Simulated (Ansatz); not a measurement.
Gas-phase electronic energies from Ansatz, PBE0-D4/def2-TZVP geometries. CBS: MP2 limit from def2 TZ/QZ plus the TZ coupled-cluster correction, frozen cores. This one scheme is used for every species. Functionals use def2-TZVPP. HSE06 is defined as in plane-wave codes. Triplets are unrestricted, without spin–orbit coupling.

Consider the formal loss of a carbene: `CC1SS1` → `C1SS1` + `[CH2]` (triplet).

`CC1SS1`:

Z-matrix (Å, degrees):
```
C
C 1 1.498
H 1 1.090 2 110.5
H 1 1.093 2 110.2 3 120.4
H 1 1.093 2 110.2 3 -120.4
S 2 1.793 1 118.9 3 41.2
S 2 1.793 1 118.9 3 -41.2
H 2 1.087 1 115.8 3 -180.0
```

`C1SS1`:

Cartesian coordinates in Å:
```
C -0.297 0.112 0.153
S 0.642 -1.331 -0.317
S 1.216 0.629 -0.641
H -1.205 0.284 -0.413
H -0.356 0.306 1.219
```

`[CH2]` (triplet):

Cartesian coordinates in Å:
```
C -0.071 0.073 -0.256
H 0.912 -0.368 -0.211
H -0.841 0.294 0.467
```

```csv
level,ΔE (kJ/mol),difference from CCSD(T)/CBS
revPBE-D4,446.1,-6.2
BLYP-D4,444.8,-7.5
r2SCANh-D4,428.0,-24.3
BHLYP-D4,432.4,-19.9
B2PLYP,441.8,-10.5
r2SCANh,426.0,-26.3
HSE06,443.9,-8.4
HF/def2-SVP,312.7,-139.6
HF/def2-QZVPP,300.7,-151.6
HF/CBS(def2),300.7,-151.6
CCSD(T)/CBS,452.3,0
```

**Question.** What do rigid-rotor, harmonic-oscillator terms from PBE0-D4/def2-TZVP frequencies (298.15 K, 1 bar) make of the CCSD(T)/CBS value? (Best estimate.)

**Answer.** The calculation gave: ΔZPE = -28.6 kJ/mol, ΔH = +430.2 kJ/mol, ΔS = 160 J/(mol·K), ΔG = +382.5 kJ/mol. Open shells count their whole term as degenerate.

Largest T1 diagnostic among the species: 0.011.

The D4 term adds +11.9 kJ/mol with B3LYP and +6.3 kJ/mol with PBE0; it sums over pairs of atoms, weighted by their polarisabilities, and B3LYP, whose exchange is more repulsive, gets the larger term. From BLYP to BHLYP (50 % exact exchange), in def2-TZVPP and without D4, ΔE moves by −5.3 kJ/mol.

B3LYP here is the variant with VWN-RPA as its local correlation; programs differ in this.
